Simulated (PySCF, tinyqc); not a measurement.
Ways to converge the cycle: SCF convergence aids in the sto-3g basis, for CO, spin multiplicity 1. Computed by the program tinyqc with PySCF. RHF with one setting changed at a time; a run stops when the energy changes by less than 1e-09 hartree and the error matrix is below 1e-5. The start is the Wolfsberg-Helmholz matrix. Damping d keeps d of the old density; a shift (hartree) raises the virtual levels; DIIS n extrapolates F over n matrices.

Geometry (angstrom):
```
atom       x       y       z
C     0.0000  0.0000  0.0000
O     0.0000  0.0000  1.7090
```

lowest restricted solution found by these runs and by PySCF = -110.906605 hartree

Largest element of the error matrix X^T (FDS - SDF) X:
```
iteration    plain  damping 0.3  damping 0.6  shift 0.4   DIIS 3   DIIS 8
1          5.6e-01      5.6e-01      5.6e-01    5.6e-01  5.6e-01  5.6e-01
2          1.8e+00      9.5e-01      3.3e-01    7.0e-01  1.8e+00  1.8e+00
3          5.7e-01      3.4e-01      1.6e-01    4.2e-01  2.8e-01  2.8e-01
4          1.6e+00      7.9e-01      1.4e-01    3.6e-01  2.6e-01  2.6e-01
5          6.2e-01      4.3e-01      9.3e-02    2.8e-01  1.9e-01  1.9e-01
6          1.4e+00      9.1e-01      7.1e-02    1.9e-01  3.9e-02  2.3e-02
8          1.4e+00      9.1e-01      4.2e-02    9.2e-02  2.0e-03  4.5e-03
10         1.4e+00      9.2e-01      3.4e-02    4.2e-02  2.5e-04  8.4e-05
14         1.4e+00      9.2e-01      2.4e-02    1.2e-02        -        -
20         1.4e+00      9.2e-01      1.5e-02    7.4e-03        -        -
30         1.4e+00      9.2e-01      6.6e-03    1.9e-03        -        -
45         6.2e-01      4.2e-01      1.8e-03    2.3e-04        -        -
60         1.4e+00      9.2e-01      4.6e-04    2.7e-05        -        -
```

How each run ends:
```
run          iterations  E (hartree)                                                        state
plain               >60   -104.54680               has stopped falling
damping 0.3         >60   -109.68868               has stopped falling
damping 0.6         >60   -110.90660  falls steadily but slowly, by a factor of about 0.91 a step
shift 0.4           >60   -110.90661  falls steadily but slowly, by a factor of about 0.87 a step
DIIS 3               13   -110.90661                                                 lowest found
DIIS 8               12   -110.90661                                                 lowest found
```

What does the comparison show, and why?

2 of 6 runs reach the lowest restricted solution found, in 12 to 13 iterations (fastest: DIIS 8). Not converged: plain, damping 0.3, damping 0.6, shift 0.4. DIIS 3 and DIIS 8 gain by cancelling the error over several earlier matrices, much as a quasi-Newton step does. The restricted reference is unstable here: a spin-polarised solution lies 0.0450 hartree lower (PySCF), so results built on it describe a poor reference.
